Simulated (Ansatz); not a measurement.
Predict the output of the script below (Ansatz 0.2.0, Python API).

Script `c4h5cl.py`:
```python
'''Energy of C4H5Cl as one group turns about a bond.'''

import warnings

import ansatz
from ase import Atoms


def main() -> None:
    warnings.simplefilter('ignore', ansatz.DeckWarning)

    atoms = Atoms(['C', 'C', 'C', 'C', 'Cl', 'H', 'H', 'H', 'H', 'H'], positions=[
        (1.5798, 0.2031, 0.3641),
        (0.3224, 0.0103, 0.0324),
        (-0.7115, -0.9346, -0.1246),
        (-0.8837, 0.5924, -0.4004),
        (-1.7904, 1.5549, 0.7252),
        (2.0142, 1.1969, 0.348),
        (2.2101, -0.624, 0.6712),
        (-0.6488, -1.5982, -0.975),
        (-1.1402, -1.3487, 0.7772),
        (-0.952, 0.9481, -1.4181),
    ])

    # start the scan from a relaxed geometry
    first = (
        ansatz.Crystal.molecule_from_ase(atoms).calculation()
        .basis(gaussian='cc-pVDZ')
        .functional('cam_b3lyp')
        .relax(force_tolerance=0.02, max_steps=80)
    )
    atoms.positions = first.run().report['positions_ang']

    start = atoms.get_dihedral(2, 1, 0, 5)
    energies = {}
    for turn in range(0, 360, 30):
        turned = atoms.copy()
        turned.set_dihedral(2, 1, 0, 5, start + turn, indices=[0, 5, 6])
        calc = (
            ansatz.Crystal.molecule_from_ase(turned).calculation()
            .basis(gaussian='cc-pVDZ')
            .functional('cam_b3lyp')
        )
        energies[round((start + turn) % 360)] = calc.run().report['free_energy_ev']
    floor = min(energies.values())
    print('dihedral C2-C1-C0-H5 (deg)   E - E(min) (kJ/mol)')
    for angle, e in sorted(energies.items()):
        print(f'{angle:8d} {96.485332 * (e - floor):14.3f}  ' + '#' * int(30 * (e - floor) / max(max(energies.values()) - floor, 1e-9)))


if __name__ == '__main__':
    main()
```

```console
$ python c4h5cl.py
dihedral C2-C1-C0-H5 (deg)   E - E(min) (kJ/mol)
       3          0.033
      33         43.019  ###
      63        170.282  #############
      93        373.638  #############################
     123        170.233  #############
     153         43.169  ###
     183          0.000
     213         42.981  ###
     243        170.251  #############
     273        373.674  ##############################
     303        170.263  #############
     333         43.197  ###
```

The scan is rigid and the energies are electronic, in a modest basis. With rigid groups the curve can differ much from the relaxed path, the start wasn't checked as a minimum of this torsion, and equivalent turns needn't return to the same energy. Finished in 74 s on 1 thread of Arm Neoverse V2, with other jobs on the host, peak memory 0.32 GiB.
